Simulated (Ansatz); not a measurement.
Mulliken charges of `[CH2]S(C)=O` radical from r2SCAN/def2-TZVPP in Ansatz (PBE0-D4/def2-TZVP geometry).

| atom | x (Å) | y (Å) | z (Å) | charge (e) |
| --- | --- | --- | --- | --- |
| C1 | -0.436 | 1.273 | -0.614 | -0.268 |
| S2 | -0.530 | -0.435 | -0.631 | 0.523 |
| C3 | 0.396 | -0.798 | 0.875 | -0.185 |
| O4 | 0.203 | -1.003 | -1.777 | -0.540 |
| H5 | -0.408 | 1.759 | -1.581 | 0.115 |
| H6 | -0.842 | 1.794 | 0.245 | 0.093 |
| H7 | -0.073 | -0.290 | 1.718 | 0.074 |
| H8 | 1.426 | -0.468 | 0.736 | 0.094 |
| H9 | 0.351 | -1.878 | 1.012 | 0.093 |

Task: By hand: the dipole of these point charges (1 e Å = 4.8032 D).

Result: Σ q r = (-0.307, 0.250, 0.764) e Å, of length 0.860 e Å = 4.13 D.

Task: How does the dipole of the full density compare? (An estimate is asked.)

Result: Computed: (-0.114, 0.309, 0.669) e Å, 3.58 D; the point charges give 1.15 times that, at 14° from its direction.

Point charges leave out the atoms' own dipoles, such as those of lone pairs, and Mulliken's split depends on the basis, so the two needn't agree.
